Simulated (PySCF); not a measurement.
**cyclohexane: bond dissociation enthalpies at several levels**

Structure: `C1CCCCC1` (C6H12). Atom numbers as in the mapped SMILES `[CH2:1]1[CH2:2][CH2:3][CH2:4][CH2:5][CH2:6]1`. These are map numbers, not IUPAC locants.

All levels share the PBE0-D3(BJ)/def2-SVP structures and the GFN2-xTB thermal terms; only the single-point energies (PySCF) change. Values are bond dissociation enthalpies (298 K, kJ/mol).

```csv
level,C1–H,time
HSE06/def2-TZVP,390,2.5 min
OPBE/def2-TZVP,390,110 s
PBE-D3(BJ)/def2-TZVP,392,110 s
PBE0-D3(BJ)/aug-cc-pVDZ,392,71 s
LC-ωPBE/def2-TZVP,393,2.2 min
BLYP-D3(BJ)/def2-TZVP,393,100 s
PBE0-D3(BJ)/def2-TZVP,394,–
PBE0-D3(BJ)/aug-pcseg-1,395,70 s
PBE0-D3(BJ)/pcseg-1,395,27 s
BHandHLYP/def2-TZVP,395,72 s
B97-2/def2-TZVP,396,71 s
TPSSh-D3(BJ)/def2-TZVP (grid 3),401,3.3 min
BP86-D3(BJ)/def2-TZVP,403,110 s
CAM-B3LYP-D3(BJ)/def2-TZVP,403,89 s
M06-2X/def2-TZVP (grid 3),407,2.9 min
```

Times are wall times for all single points of a level on 1 thread of Arm Neoverse N1, a shared host; the dash marks the run that also made the structures. BLYP, BP86, HSE06, LC-ωPBE, OPBE, PBE ran on a slower path of this set-up, which computes the density-fitting integrals anew in every SCF cycle while the other levels store them. So the times needn't show the usual order of cost, and those levels read slower than they are.

The spread: 17 kJ/mol, from 390 to 407.
